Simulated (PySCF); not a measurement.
Basis-set dependence of BCl at PBE

PySCF, UKS reference; singlet, unpaired electrons none; De to B + Cl without counterpoise correction.

```
              basis     relativity  functions  Re (Å)  ωe (cm⁻¹)  De (eV)  μ (D)
         x2c-SVPall  spin-free X2C         32   1.733        825     5.60   1.85
cc-pVDZ/cc-pV(D+d)Z  no relativity         37   1.749        810     5.49   1.53
        6-311G(d,p)  no relativity         44   1.741        803     5.46   1.30
         def2-TZVPP  no relativity         73   1.732        810     5.53   1.65
        def2-TZVPPD  no relativity         88   1.732        807     5.52   1.59
```

(1) How does each smaller set differ from the one with most functions, def2-TZVPPD?

A positive dipole means B(−)Cl(+). 

Results:

(1) x2c-SVPall: +0.1 pm, +2.2 % in ωe, +0.08 eV in De; cc-pVDZ/cc-pV(D+d)Z: +1.7 pm, +0.4 % in ωe, -0.03 eV in De; 6-311G(d,p): +0.9 pm, -0.5 % in ωe, -0.06 eV in De; def2-TZVPP: +0.0 pm, +0.4 % in ωe, +0.01 eV in De. All at PBE; the set with most functions is neither the basis-set limit nor always the best. The rows treat relativity differently, so the differences are not basis effects alone.
